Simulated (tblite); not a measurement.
# C2H4FN: the cost of one run

Programs: tblite 0.8.0 and PySCF 2.14.0. All values are calculated, for the isolated system unless a continuum is named. Atoms count from 0, parts from 1.

## 1. Starting point

8 atoms, charge 0, multiplicity 1; geometry: rigid parts in contact. Parts: 1 = atoms 0–4, `CF`, charge 0; 2 = atoms 5–7, `C#N`, charge 0.

## 2. Bringing the parts together with GFN2-xTB

What the job is given:

```
{"job": {"kind": "dock", "xc": "GFN2-xTB", "basis": "xTB"}, "charge": 0, "multiplicity": 1, "parts": [{"atoms": "0-4", "charge": 0, "multiplicity": 1}, {"atoms": "5-7", "charge": 0, "multiplicity": 1}]}
C     -0.069065     0.005577    -0.008757
F      1.280132    -0.102526     0.161958
H     -0.536547    -0.004171     0.976467
H     -0.270735     0.945080    -0.524508
H     -0.403785    -0.843960    -0.605160
C     -0.748866     3.065063     0.581980
N     -0.469117     3.210570    -0.511053
H     -1.008743     2.929528     1.598881
```

With the program's defaults for keys left out, this is: GFN2-xTB search for minima from random contacts, gas phase.

Run with:

```bash
OMP_NUM_THREADS=1 python cluster_run.py task.json out
```

One launch serves the whole session: the jobs run in the order shown.

**Question.** How long does this first job take on 1 thread of Intel Xeon 6975P-C, shared host?

About 2.5 s.
